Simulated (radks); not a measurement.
**S²⁺ in [Ne] 3s2 3p2: an all-electron calculation**

Wanted: eigenvalues, radial structure and energy terms of the sulfur ion S2+.

Program: radks (a radial shooting solver on a logarithmic mesh, Libxc functionals) version 1. Level of theory: Dirac Kohn-Sham, LDA (Slater exchange, Perdew-Zunger correlation), spin-unpolarised, spherical densities, finite nucleus; open shells are shared between the two j in proportion to 2j + 1. These are calculated values, not measurements, unless marked.

### 1 What is computed

| Property | Result |
| --- | --- |
| element | sulfur (Z = 16) |
| charge | +2 |
| electrons | 14 |
| configuration | [Ne] 3s2 3p2 |
| nuclear rms radius | 3.2611 fm |

The outer shells:

S²⁺
```
[Ne] core
3s [↑↓]
3p [↑ ][↑ ][  ]
```

### 2 The calculation

Input:

```text
Z 16
configuration [Ne] 3s2 3p2 4s0 3d0 4p0 4f0
relativity Dirac
functional lda,pz
spin unpolarised
j_filling average
nucleus finite rms 3.2611 fm
c 137.035999084
```

Command:

```bash
python run_ks.py task.json out
```

All runs below come from this command, one after another.

Q: Predict the outcome of this run.

**Answer**, as computed:

```
                        quantity                   value
                    total energy      -396.57314 hartree
exchange-correlation share of it                  5.93 %
                            −T/E                  1.0037
          highest occupied level       3p3/2, -28.035 eV
    most extended occupied level  3p3/2, <r> = 1.77 bohr
 radius at density 0.001 e/bohr³               3.39 bohr
    maxima of the radial density                       3
         ionisation energy, NIST    34.86 (semi-emp.) eV
```

The radial density shows 3 maxima for 3 occupied principal shells. −T/E is 1.004: with relativity the kinetic term as defined here no longer equals −E. Minus the highest eigenvalue, 28.035 eV, is 80 % of the tabulated ionisation energy (34.86 eV); the potential of a semilocal functional falls off too fast, so its top eigenvalue is too shallow. Spin polarisation and multiplet splitting are left out.
